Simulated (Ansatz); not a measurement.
**H3S+ (triplet): wave-function methods side by side at distance S1–H3 = 1.360 Å, cc-pVDZ**

How much of the correlation energy of H3S+ (triplet) does each wave-function method recover here?

Program: Ansatz 0.2.0, Gaussian basis. Level of theory: cc-pVDZ, core rule «outside noble gas», up to 5 orbitals frozen. These are calculated values, not measurements.

To be run: UHF; CCSD(T) on ROHF; CCSD(T) on UHF; BCCD(T) on ROHF; CISD; CCSDT(Q) on ROHF; CCSDT(Q) on UHF; CASSCF and MRCISD+Q, 4 electrons in 4 orbitals; CASSCF and NEVPT2, 4 electrons in 4 orbitals; CASSCF and MRCISD+Q, 8 electrons in 7 orbitals; CASSCF and NEVPT2, 8 electrons in 7 orbitals.

23 further runs of the same task are left out: 1 for a mislabelled method, 16 that didn't finish, 6 set aside as unsound or not needed.

## (1) The geometry

The geometry derives from a PBE0/def2-TZVP stationary point (not a proven minimum). One bond is set to the value named and the two fragments are kept rigid.

4 atoms, charge 1, spin multiplicity 3.

Atoms are counted from 1 here; the program's logs count them from 0.

Bond lengths: S1–H2 1.357 Å, S1–H3 1.360 Å, S1–H4 1.520 Å. Angles: H2–S1–H3 89.9°, H2–S1–H4 89.9°, H3–S1–H4 179.9°.

## (2) UHF

Contents of in.yaml:

```yaml
crystal:
  periodic: [false, false, false]
  atoms:
    - {symbol: S, position_ang: [0.000000, -0.039098, 0.004600]}
    - {symbol: H, position_ang: [0.000000, 1.318382, 0.004600]}
    - {symbol: H, position_ang: [0.000000, -0.037388, 1.364599]}
    - {symbol: H, position_ang: [0.000000, -0.037187, -1.515527]}
basis:
  gaussian: {orbitals: cc-pVDZ}
total_charge: 1
magnetization: {spin_polarized: true, initial_magnetization: 2}
hamiltonian: {xc: hf}
output: {orbitals: {seedname: orbitals}}
```

The run is started by

```bash
ansatz run in.yaml --threads 1 --pin off --events-out ev --progress --plain --max-ram 2393MiB
```

The runs that follow: CCSD(T) on ROHF; CCSD(T) on UHF; BCCD(T) on ROHF; CISD; CCSDT(Q) on ROHF; CCSDT(Q) on UHF; CASSCF and MRCISD+Q, 4 electrons in 4 orbitals; CASSCF and NEVPT2, 4 electrons in 4 orbitals; CASSCF and MRCISD+Q, 8 electrons in 7 orbitals; CASSCF and NEVPT2, 8 electrons in 7 orbitals.

Q: Predict the results of all the runs planned. Wanted: UCCSDT(Q) below the RHF energy; RMP2 from UCCSDT(Q); UMP2 from UCCSDT(Q); RCCSD from UCCSDT(Q); RCCSD(T) from UCCSDT(Q); UCCSD(T) from UCCSDT(Q); RCCSDT(Q) from UCCSDT(Q); NEVPT2 pair from UCCSDT(Q); NEVPT2 valence from UCCSDT(Q).

**Answer**, as computed:

```
                         quantity                                                                     value
   UCCSDT(Q) below the RHF energy                                                                -4.5782 eV
              RMP2 from UCCSDT(Q)                                                           +19.45 kcal/mol
              UMP2 from UCCSDT(Q)                                                           +20.52 kcal/mol
             RCCSD from UCCSDT(Q)                                                            +2.74 kcal/mol
          RCCSD(T) from UCCSDT(Q)                                                            +0.52 kcal/mol
          UCCSD(T) from UCCSDT(Q)                                                            +0.53 kcal/mol
         RCCSDT(Q) from UCCSDT(Q)                                                            +0.01 kcal/mol
       NEVPT2 pair from UCCSDT(Q)                                                           +16.34 kcal/mol
    NEVPT2 valence from UCCSDT(Q)                                                           +16.47 kcal/mol
  MRCISD+Q valence from UCCSDT(Q)                                                            -0.17 kcal/mol
levels within 1 kcal/mol (43 meV)  RCCSD(T), UCCSD(T), BCCD(T), RCCSDT, UCCSDT, RCCSDT(Q), MRCISD+Q valence
                    T1 diagnostic                                                                     0.023
   effectively unpaired electrons                                                                      2.01
```

**Reading.** RCCSD(T) misses by +0.52 kcal/mol, 0.5 % of the correlation energy. One determinant dominates. Of the multireference levels listed MRCISD+Q valence comes nearest in total energy (-0.17 kcal/mol), which doesn't show that its space is the better one. These misses are within one basis, not against nature; the frozen cores of restricted and unrestricted runs differ, which can shift their rows.
